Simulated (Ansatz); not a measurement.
# Al₂F+ (quintet): wave-function methods side by side, cc-pVDZ

The task here is to estimate one member of a computed series from the others.

The runs use Ansatz 0.2.0, Gaussian basis; cc-pVDZ, core rule «outside noble gas», up to 11 orbitals frozen.

The runs, in order: UHF; CCSD(T) on ROHF; CCSD(T) on UHF; BCCD(T) on ROHF; CISD; CCSDT(Q) on ROHF; CCSDT(Q) on UHF.

32 further runs of the same task are left out: 11 for a known fault of the program, 9 that didn't finish, 12 set aside as unsound or not needed.

## The geometry

The geometry is a PBE0/def2-TZVP stationary point (not a proven minimum) of the parent state, kept for this charge and spin.

3 atoms, charge 1, spin multiplicity 5.

Atoms are counted from 1 here; the program's logs count them from 0.

Bond lengths: Al1–Al2 2.338 Å, Al2–F3 1.647 Å. Angles: Al1–Al2–F3 180.0°.

Coordinates:

```xyz
3
Al2F
Al    0.00000    0.00000    2.10780
Al    0.00000    0.00000   -0.23040
F     0.00000    0.00000   -1.87740
```

The first run:

Input file in.yaml:

```yaml
crystal:
  periodic: [false, false, false]
  atoms:
    - {symbol: Al, position_ang: [0.000000, 0.000000, 2.107800]}
    - {symbol: Al, position_ang: [0.000000, 0.000000, -0.230400]}
    - {symbol: F, position_ang: [0.000000, 0.000000, -1.877400]}
basis:
  gaussian: {orbitals: cc-pVDZ}
total_charge: 1
magnetization: {spin_polarized: true, initial_magnetization: 4}
hamiltonian: {xc: hf}
output: {orbitals: {seedname: orbitals}}
```

Launch:

```console
ansatz run in.yaml --threads 1 --pin off --events-out ev --progress --plain --max-ram 2393MiB
```

Steps of the session up to this table: UHF; CCSD(T) on ROHF; CCSD(T) on UHF; BCCD(T) on ROHF; CISD; CCSDT(Q) on ROHF; CCSDT(Q) on UHF.

One table of the session follows, with a row left open; its other results are not shown here.

| method | from UCCSDT(Q) (meV) |
| --- | --- |
| ROHF | +6707.8 |
| UHF | ? |
| RMP2 | +419.9 |
| UMP2 | +416.5 |
| CISD | +556.4 |
| RCCSD | +171.0 |
| UCCSD | +170.1 |
| RCCSD(T) | +35.3 |
| UCCSD(T) | +34.2 |
| BCCD(T) | +30.8 |
| RCCSDT | +17.6 |
| UCCSDT | +16.7 |
| RCCSDT(Q) | +5.7 |
| UCCSDT(Q) | 0 |

Q: Estimate the row for UHF from the others.

**Answer.** from UCCSDT(Q) (meV): +6702.4. In the column «from UCCSDT(Q) (meV)» it lies between CISD (+556.4) and ROHF (+6707.8).

Limits of these values: Restricted and unrestricted rows rest on different reference determinants; where their highest levels disagree by more than a few hundredths of an eV, they describe different states and don't form one ladder.
